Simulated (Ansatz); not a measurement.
Relaxation of CH6OSi (9 atoms, charge 0, multiplicity 1), to a largest force component of 0.015 eV/Å in at most 40 steps.

Theory: Ansatz 0.2.0, RKS PBE0/STO-3G.

```xyz
9
Properties=species:S:1:pos:R:3
C -0.741 0.586 -0.587
Si 0.491 -0.564 -0.018
O 1.257 -0.039 1.329
H -1.233 0.263 -1.490
H -0.343 1.589 -0.877
H -1.543 0.825 0.173
H 1.518 -0.799 -1.081
H -0.113 -1.832 0.318
H 2.188 0.319 1.271
```

Q: Where does it end, and by what steps?

A: The forces met the threshold. The force dipped under the threshold on the way, but the program's further checks kept it going. Limits of this set-up: minimal basis. After 10 steps the energy has fallen by 0.499 eV; H9 moved furthest, 0.48 Å.

```
step  energy less start (eV)  largest force component (eV/Å)  accepted
   0                  0.0000                           3.519       yes
   1                 -0.3303                           1.857       yes
   2                 -0.4499                           0.922       yes
   3                 -0.4237                           0.968        no
   4                 -0.4814                           0.290       yes
   5                 -0.4941                           0.104       yes
   6                 -0.4979                           0.026       yes
   7                 -0.4927                           0.279        no
   8                 -0.4985                           0.010       yes
   9                 -0.4988                           0.074       yes
  10                 -0.4988                           0.002       yes
```

```xyz
9
Properties=species:S:1:pos:R:3
C -0.701 0.635 -0.577
Si 0.540 -0.655 -0.026
O 1.360 -0.212 1.412
H -1.244 0.288 -1.461
H -0.217 1.581 -0.837
H -1.438 0.842 0.205
H 1.468 -0.881 -1.119
H -0.135 -1.892 0.286
H 1.850 0.640 1.156
```

Run time: 12 s on 1 thread of Intel(R) Xeon(R) 6975P-C (Granite Rapids), with other jobs on the host, peak memory 0.13 GiB.
